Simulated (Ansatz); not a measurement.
Geometry optimisation, RKS PBE0/def2-SVP in Ansatz 0.2.0.

input.yaml

```yaml
crystal:
  periodic: [false, false, false]
  atoms:
    - { symbol: C, position_ang: [-0.0224, 1.4141, 0.2153] }
    - { symbol: "N", position_ang: [0.4186, 0.1643, 0.6654] }
    - { symbol: C, position_ang: [1.70467, 0.03729, 0.7269] }
    - { symbol: S, position_ang: [2.29471, -1.49458, 1.40941] }
    - { symbol: H, position_ang: [-0.6777, 1.3972, -0.7234] }
    - { symbol: H, position_ang: [-0.6795, 1.9344, 0.9871] }
    - { symbol: H, position_ang: [0.8038, 2.123, 0.0051] }
    - { symbol: H, position_ang: [2.39364, 0.81279, 0.5103] }
    - { symbol: H, position_ang: [3.581, -1.1843, 1.23458] }
basis:
  gaussian: { orbitals: def2-SVP }
hamiltonian:
  xc: pbe0
relax:
  f_tol: 0.015
  max_steps: 40
```

Run as:

```bash
$ ansatz run input.yaml --threads 1 --pin off --max-ram 2048MiB --backend cpu --events-out ev --progress --plain --runs-dir out
```

**Question.** Where does it end, and by what steps?

**Answer.** The forces met the threshold. After 6 steps the energy has fallen by 0.237 eV; H7 moved furthest, 0.09 Å.

```json
{"step": "0", "energy less start (eV)": "0.0000", "largest force component (eV/Å)": "3.436", "accepted": "yes"}
{"step": "1", "energy less start (eV)": "-0.1583", "largest force component (eV/Å)": "1.138", "accepted": "yes"}
{"step": "2", "energy less start (eV)": "-0.2174", "largest force component (eV/Å)": "0.629", "accepted": "yes"}
{"step": "3", "energy less start (eV)": "-0.2126", "largest force component (eV/Å)": "0.373", "accepted": "no"}
{"step": "4", "energy less start (eV)": "-0.2361", "largest force component (eV/Å)": "0.088", "accepted": "yes"}
{"step": "5", "energy less start (eV)": "-0.2369", "largest force component (eV/Å)": "0.029", "accepted": "yes"}
{"step": "6", "energy less start (eV)": "-0.2370", "largest force component (eV/Å)": "0.007", "accepted": "yes"}
```

```xyz
9
Properties=species:S:1:pos:R:3
C -0.039 1.474 0.209
N 0.430 0.204 0.679
C 1.670 0.013 0.777
S 2.301 -1.531 1.349
H -0.660 1.330 -0.690
H -0.695 1.931 0.968
H 0.768 2.195 -0.035
H 2.439 0.772 0.521
H 3.602 -1.184 1.254
```

Run time: 25 s on 1 thread of Arm Neoverse V1, with other jobs on the host, peak memory 0.16 GiB.
